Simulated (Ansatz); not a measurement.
# Where CCSD(T) holds and where it slips

Each species is computed at the geometry given (Å), with frozen cores, in Ansatz 0.2.0: RHF-CCSD(T) for singlets, UHF-CCSD(T) otherwise, and full CI in the same basis. The program picks the determinant by trial CCSD, so it needn't be the lowest Hartree–Fock solution. States: BH2⁺ Σg⁺ or Δg, AlO Π, BH Σ⁺ or Δ, AlSi Σ⁻ or Δ. Cases whose determinant has another symmetry than full CI's state, or whose (Q) step broke down, weren't drawn.

Problem. Judging by size, spin and bonding, rank them by the size of CCSD(T)'s error in total energy against full CI in the same basis, smallest first (an estimate).
A. AlO, doublet, 6-31G: Al 0.000 0.000 0.000; O 0.000 0.000 4.435
B. BH, singlet, cc-pVQZ: B 0.000 0.000 0.000; H 0.000 0.000 1.122
C. BH₂⁺, singlet, aug-cc-pVTZ: B 0.000 0.000 0.000; H 0.000 0.000 -1.179; H 0.000 0.000 1.179
D. AlSi, quartet, cc-pVDZ: Si 0.000 0.000 0.000; Al 0.000 0.000 8.318

Solution. C (7.3 meV), B (13.4 meV), D (22.4 meV), A (39.4 meV).

```tsv
species	basis	correlated electrons	CCSD(T) − full CI (meV)	CCSDT(Q) − full CI (meV)	unpaired electrons (full CI)	T1	⟨S²⟩ of the determinant
BH2⁺, singlet	aug-cc-pVTZ	4	7.3	0.1	0.02	0.006	0.00
BH, singlet	cc-pVQZ	4	13.4	0.5	0.12	0.013	0.00
AlSi, quartet	cc-pVDZ	7	22.4	0.8	3.19	0.012	3.78
AlO, doublet	6-31G	9	39.4*	4.6	3.08	0.017	1.75
```

Unpaired electrons are Σ n²(2−n)² over natural occupations; an open shell counts its own unpaired electrons too. Frozen cores follow each run's orbitals, which moves totals by a few meV. No single determinant describes AlO, doublet well, by full CI's occupations. An asterisk marks runs whose energy the program itself flagged as in doubt.
